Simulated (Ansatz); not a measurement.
Consider the homolysis of the C–Si bond: `C[SiH](C)C` → `[CH3]`• + `C[SiH]C`•.

Gas-phase electronic energies from Ansatz, PBE0-D4/def2-TZVP geometries. CCSD(T)/CBS adds triple-zeta CCSD(T) − MP2 to the extrapolated MP2 energy (def2 sets, frozen cores). This one scheme is used for every species. DFT in def2-TZVPP. HSE06 is defined as in plane-wave codes. No spin–orbit coupling; open shells (•) take unrestricted orbitals.

(1) What is ΔE at CCSD(T)/CBS? (An estimate is asked.)

(2) What do these levels give: PBE-D4, revPBE-D4, PBE0-D4, CAM-B3LYP-D4, PBE0, HSE06, CAM-B3LYP, HF/def2-SVP, CCSD/def2-SVP, HF/def2-QZVPP, MP2/def2-QZVPP, SCS-MP2/def2-QZVPP? (Estimate.)

Largest T1 diagnostic among the species: 0.011.

Answers

(1) Computed: +401.0 kJ/mol.

(2) Ansatz gave: PBE-D4 385.3, revPBE-D4 373.9, PBE0-D4 385.3, CAM-B3LYP-D4 387.4, PBE0 378.9, HSE06 379.3, CAM-B3LYP 380.8, HF/def2-SVP 286.1, CCSD/def2-SVP 371.0, HF/def2-QZVPP 283.3, MP2/def2-QZVPP 408.8, SCS-MP2/def2-QZVPP 406.1 kJ/mol.

Leaving LDA and LC-ωPBE aside and taking each functional with its dispersion term where it has one, the values, not all of them listed here, spread over 38.1 kJ/mol, from r2SCAN-D4 to ωB97M-V. LDA lies +66.5 kJ/mol from PBE without D4, its usual overbinding. In def2-TZVPP, CCSD(T) changes the Hartree–Fock value by +107.4 kJ/mol (the triples alone add +8.5 kJ/mol) and MP2 by +119.6 kJ/mol; breaking electron pairs costs correlation energy, which Hartree–Fock lacks. The D4 term adds +11.4 kJ/mol with B3LYP and +6.4 kJ/mol with PBE0; it sums over pairs of atoms, weighted by their polarisabilities, and B3LYP, whose exchange is more repulsive, gets the larger term.

B3LYP here is the variant with VWN-RPA as its local correlation; programs differ in this.
